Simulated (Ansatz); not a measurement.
# CHO2: the cost of one run

Computed with Ansatz 0.2.0 (the levels named in each step, unless a step's input says otherwise).

## (1) Starting point

Bond lengths: O1–C2 1.230 Å, C2–O3 1.230 Å, C2–H4 1.190 Å. Angles: O1–C2–O3 131.6°, O1–C2–H4 114.2°, O3–C2–H4 114.2°.

Coordinates:

```xyz
4

O    -1.0749   -0.3644    0.0002
C    -0.0575    0.3266   -0.0003
O     1.1347    0.0248    0.0002
H    -0.2639    1.4986   -0.0018
```

## (2) A rough first relaxation, PBE-D4/def2-SVPD

input.yaml

```yaml
crystal:
  periodic: [false, false, false]
  atoms:
    - { symbol: O, position_ang: [-1.07488, -0.36435, 0.00016] }
    - { symbol: C, position_ang: [-0.05753, 0.32656, -0.00031] }
    - { symbol: O, position_ang: [1.13468, 0.0248, 0.00021] }
    - { symbol: H, position_ang: [-0.26392, 1.49856, -0.0018] }
total_charge: -1
basis:
  gaussian: { orbitals: def2-SVPD }
hamiltonian:
  xc: pbe
  dispersion: d4
relax:
  f_tol: 0.03
  max_steps: 200
```

Command:

```sh
ansatz run input.yaml --threads 2 --pin off --max-ram 5120MiB --backend cpu --events-out ev --progress --plain --runs-dir out
```

What time and memory should one allow on 2 threads of Arm Neoverse V2, shared host?

About 2.7 s, with a peak of 0.11 GiB.
